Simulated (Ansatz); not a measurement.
CsCl-type TlBr, treated with PBE-D3(BJ) in Ansatz (plane waves, PAW).

Run with plane-wave cutoff 500 eV, 10×10×10 k mesh, Fermi–Dirac smearing 0.05 eV, scalar-relativistic PAW data made under PBE.

Cell (relaxed at this level):

```xyz
2
Lattice="3.9829 0.0000 0.0000 0.0000 3.9829 0.0000 0.0000 0.0000 3.9829" Properties=species:S:1:pos:R:3 pbc="T T T"
Tl     0.0000     0.0000     0.0000
Br     1.9914     1.9914     1.9914
```

Problem. Give the computed band gap.

Solution. 
- band gap = 1.86 eV (on the SCF k mesh)

Measured, for comparison: band gap 2.68 eV (temperature not stated, no zero-point or thermal correction, detector crystals, literature values; as tabulated in Piasecki et al. (2022), doi:10.1039/d1ma01259b).

Note: a distance lies near a switch of the dispersion term, which can move the cell.

Spin–orbit coupling is not included; with these elements it can move the gap by several tenths of an eV or more.

The result took about 25 core-seconds (a rough figure).

Ansatz is a program for electronic structure.
